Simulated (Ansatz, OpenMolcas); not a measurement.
**C2H4OS (thioacetic acid): from total energies to a heat of formation**

C2H4OS: 8 atoms, total charge 0, spin state singlet. As SMILES, `CC(=O)S`. Geometry: relaxed at PBE0-D4/def2-TZVP. This is one conformer, not always the lowest.

```xyz
8

C     0.0094    1.0552   -0.0019
C     0.2786   -0.4120   -0.1776
O     1.1551   -0.8609   -0.8579
S    -0.8805   -1.4407    0.7176
H     0.9279    1.6110   -0.1850
H    -0.3842    1.2806    0.9899
H    -0.7380    1.3591   -0.7400
H    -0.3684   -2.5923    0.2549
```

Total energies at HF/3-21G (OpenMolcas 26.06); the atoms run unrestricted:

| species | state | energy (Eh) |
| --- | --- | --- |
| C2H4OS | singlet | -547.617638 |
| C | triplet | -37.481070 |
| O | triplet | -74.393657 |
| S | triplet | -395.551336 |
| H | doublet | -0.496199 |

Harmonic wavenumbers at PBE0-D4/def2-TZVP, in cm⁻¹: 50, 318, 382, 454, 534, 636, 845, 1007, 1024, 1147, 1378, 1454, 1467, 1821, 2718, 3063, 3140, 3173.

Measured heats of formation of the gaseous atoms at 298.15 K, in kJ/mol: C 716.9, O 249.2, S 277.0, H 218.0. Spin-orbit lowering of the atoms at 298 K (mean of the ground term's levels less their thermal mean, from spectra), in kJ/mol: C 0.02, O 0.40, S 1.88. Take 1 Eh = 2625.50 kJ/mol, 1 cm⁻¹ = 0.0119627 kJ/mol, RT = 2.479 kJ/mol.

Question: Work out the heat of formation of the gas at 298 K.

Answer: 
1. Electronic atomisation energy: 2 × (-37.481070) + (-74.393657) + (-395.551336) + 4 × (-0.496199) − (-547.617638) = 0.725709 Eh = 1905.3 kJ/mol.
2. Zero-point energy: half the sum of the wavenumbers, 12305.5 cm⁻¹ = 147.2 kJ/mol.
3. Thermal vibrational enthalpy, Σ hcν̃/(exp(hcν̃/kT) − 1): 6.1 kJ/mol. Translation, rotation and pV of a non-linear molecule: 4 RT = 9.9 kJ/mol.
4. The 8 free atoms carry 5/2 RT each: 49.6 kJ/mol.
5. Spin-orbit coupling lowers the free atoms by 2 × 0.02 + 0.40 + 1.88 = 2.3 kJ/mol.
6. Atomisation enthalpy at 298 K: 1905.3 − 2.3 − 147.2 − 6.1 − 9.9 + 49.6 = 1789.4 kJ/mol.
7. Sum of the atoms' heats of formation: 2832.0 kJ/mol. Heat of formation: 2832.0 − 1789.4 = +1042.6 kJ/mol.

The tabulated value is -175.1 kJ/mol (CRC Handbook of Chemistry and Physics), so this level is off by +1217.7 kJ/mol, or 40.5 % of the atomisation enthalpy. Hartree–Fock leaves out correlation, which is larger in the molecule than in the atoms, so it underbinds and puts the heat of formation too high. A basis without polarisation functions underbinds badly. Anharmonicity and any spin-orbit splitting of the molecule are left out.
